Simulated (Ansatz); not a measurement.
A made-up structure of AlBNH5, singlet:

```json
{"atom": "B1", "x (Å)": "-0.8055", "y (Å)": "1.1446", "z (Å)": "-0.7184"}
{"atom": "N2", "x (Å)": "-0.5190", "y (Å)": "0.1129", "z (Å)": "0.4325"}
{"atom": "Al3", "x (Å)": "1.0491", "y (Å)": "-1.1592", "z (Å)": "0.4605"}
{"atom": "H4", "x (Å)": "-1.8731", "y (Å)": "1.9593", "z (Å)": "-0.6639"}
{"atom": "H5", "x (Å)": "0.0414", "y (Å)": "1.1962", "z (Å)": "-1.7621"}
{"atom": "H6", "x (Å)": "-1.2614", "y (Å)": "0.1087", "z (Å)": "1.2881"}
{"atom": "H7", "x (Å)": "2.1826", "y (Å)": "-1.1186", "z (Å)": "-0.8931"}
{"atom": "H8", "x (Å)": "1.1859", "y (Å)": "-2.2439", "z (Å)": "1.8564"}
```

It is relaxed with PBE-D4/def2-SVP and then PBE0-D4/def2-TZVP (Ansatz 0.2.0). Atoms count as bonded within 1.22 times the sum of their covalent radii (H–H: 0.88 Å). The end point is not checked to be a true minimum.

Problem. Does its bonding change? (A judgement: the text doesn't fix the answer.)

Solution. Computed: No: no bond forms or breaks.

Where it ends: The first stage lowers the energy by 1.49 eV in 6 steps. It ends as AlBNH₅ ([BH2][NH][AlH2]):
```
8
angstrom
B -0.7189 1.0223 -0.6412
N -0.4634 0.1006 0.3861
Al 0.9367 -1.0348 0.4111
H -1.6725 1.7492 -0.5927
H 0.0373 1.0682 -1.5732
H -1.1262 0.0963 1.1502
H 1.9483 -0.9990 -0.7980
H 1.0588 -2.0028 1.6578
```

Labels in which every atom is bracketed show which atoms are joined, not bond orders.

For scale, one of the runs: PBE0-D4/def2-TZVP relaxation, 129 basis functions, launched by `ansatz run in.yaml --threads 2 --pin off --events-out ev --progress --plain --max-ram 4352MiB`. The run took about 24 s on 2 CPU threads of an AMD EPYC 7R43 (shared host).
